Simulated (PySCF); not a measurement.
Static response to an electric field

Si(SMe)H3, CH6SSi.
Structure used (PBE0-D3(BJ)/def2-SVP), in Å, numbered top down from 1:
```
atom  x, y, z in Å
Si1   -0.3767    0.8458   -1.1766
S2    -0.4479    0.7882    0.9599
C3     0.3607   -0.8190    1.2494
H4    -0.2136   -1.6439    0.8037
H5     0.3955   -0.9626    2.3377
H6     1.3895   -0.8294    0.8614
H7     1.0311    0.8350   -1.6831
H8    -1.0512    2.1129   -1.5781
H9    -1.0874   -0.3271   -1.7744
```

Level: wB97X-D/def2-SVPD (PySCF), static field, nuclei fixed, core orbitals frozen in the response. The polarisability tensor in these axes (au):

```
x   55.90 -3.75  2.06
y   -3.75 61.94 -5.64
z    2.06 -5.64 71.10
```

Question: Give the principal values, the mean and the anisotropy Δα = √{½[(α1 − α2)² + (α2 − α3)² + (α1 − α3)²]}.

Answer: Principal values 54.08, 60.40 and 74.45 au; mean 62.98 au = 9.33 Å³ = 10.38 × 10⁻⁴⁰ C²·m²/J; Δα = 18.06 au (29 % of the mean).

Question: What is the dipole moment, and where does it point?

Answer: (0.69, -1.31, -0.35) D, 1.53 D in size, pointing from the negative to the positive side. Measured along this direction, the outermost atoms are H8 at the negative end and H6 and H4 at the positive end.

Question: Refractivity n − 1 of an ideal gas of it at 400 K and 1 atm, from the electronic α?

Answer: N = p/kT = 1.8347 × 10¹⁹ cm⁻³, so n − 1 = 2π × N × 9.33 × 10⁻²⁴ cm³ = 1076 × 10⁻⁶ at long wavelengths, for an ideal gas.

Question: Give the principal axes and the span of the nuclei along them.

Answer: Largest value along (0.19, -0.45, 0.87), where the nuclei span 5.07 Å; middle along (-0.42, 0.77, 0.49), 2.09 Å; least along (0.89, 0.46, 0.04), 2.42 Å. The strongest response lies along the longest span, while the other two are in reverse order.

Question: What molar refraction does this α imply?

Answer: Lorentz–Lorenz: R = (4π/3)N_A α = 2.5225 cm³/(mol·Å³) × 9.33 Å³ = 23.5 cm³/mol, in the limit of long wavelengths.

Question: Form Σ f/ω² (atomic units) for the 10 lowest TDDFT singlets, given as eV and f, and set it beside the mean polarisability, which is this sum over all singlets: 5.70, 0.0062; 6.21, 0.0145; 6.99, 0.0002; 7.16, 0.0001; 7.36, 0.0026; 7.70, 0.0230; 7.88, 0.1034; 8.00, 0.1469; 8.11, 0.0641; 8.17, 0.0054.

Answer: They add up to 4.46 au, 7.1 % of the 62.98 au; the largest single term is 1.70 au, from the state at 8.00 eV. Terms in order: 0.14, 0.28, 0.00, 0.00, 0.04, 0.29, 1.23, 1.70, 0.72, 0.06 au. Higher excitations give the rest. The strengths listed sum to 0.366.

Geometry: PBE0-D3(BJ)/def2-SVP; no solvent, vibrations or thermal averaging.
